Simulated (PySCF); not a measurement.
Fill in the blanks.

Species: N-methylformamide, C2H5NO.
Cartesian coordinates in Å at the GFN2-xTB level; atoms count from 1:
```xyz
9
C2H5NO angstrom
C     -1.100   -0.141   -0.003
N      0.179    0.526   -0.059
C      1.342   -0.143    0.033
O      1.456   -1.335    0.167
H     -1.689    0.221    0.841
H     -0.905   -1.205    0.120
H     -1.661    0.019   -0.926
H      0.180    1.526   -0.169
H      2.212    0.538   -0.030
```

```json
{"property": "point group of the GFN2-xTB geometry", "level": "GFN2-xTB", "value": "Cs"}
{"property": "rotational constants A, B, C of the GFN2-xTB geometry", "level": "GFN2-xTB", "value": "20.114, 6.255, 4.919 GHz"}
{"property": "dipole moment", "level": "PBE0/pcSseg-1", "value": "?"}
{"property": "HOMO energy", "level": "PBE0/pcSseg-1", "value": "?"}
{"property": "LUMO energy", "level": "PBE0/pcSseg-1", "value": "0.96 eV"}
{"property": "13C chemical shifts (computed TMS as zero) by class", "level": "GIAO PBE0/pcSseg-1", "value": "?"}
{"property": "1H chemical shifts (computed TMS as zero) by class", "level": "GIAO PBE0/pcSseg-1", "value": "8.13 (H9), 4.27 (H8), 3.12 (H5/H6/H7) ppm"}
{"property": "isotropic shieldings of nuclei other than C and H, by class", "level": "GIAO PBE0/pcSseg-1", "value": "143 (N2), -74 (O4) ppm"}
{"property": "largest of the computed one-bond spin–spin couplings (means over like bonds)", "level": "B3LYP/pcJ-1", "value": "13C–1H +191.9 (C3–H9), 13C–1H +143.3 (C1–H5 and 2 like it), 15N–1H -95.6 (N2–H8), 17O–13C +25.4 (O4–C3), 15N–13C -16.6 (N2–C3), 15N–13C -12.6 (N2–C1) Hz"}
```

Gas-phase values; electronic properties from PySCF, density fitting. Geometry: GFN2-xTB, one conformer, isolated molecule. NMR classes are plain means over equivalent atoms (diastereotopic ones count apart unless rotation or inversion swaps them), as if these changed places fast; in this geometry the members of some classes differ.

**Question.** What is the HOMO energy?

**Answer.** -7.42 eV.

**Question.** Give the dipole moment.

**Answer.** 3.99 D.

**Question.** The 13C chemical shifts (computed TMS as zero) by class?

**Answer.** 160.1 (C3), 24.2 (C1) ppm.

In atomic units the dipole is 1.57 e·bohr (1 au = 2.5417 D). The rotational constants make it an asymmetric top with κ = (2B − A − C)/(A − C) = -0.82, nearer the prolate limit (−1). With B = h/(8π²I), that is 505.379 GHz u Å² over I, the principal moments of inertia are 25.1, 80.8 and 102.7 u Å² (most abundant isotopes).
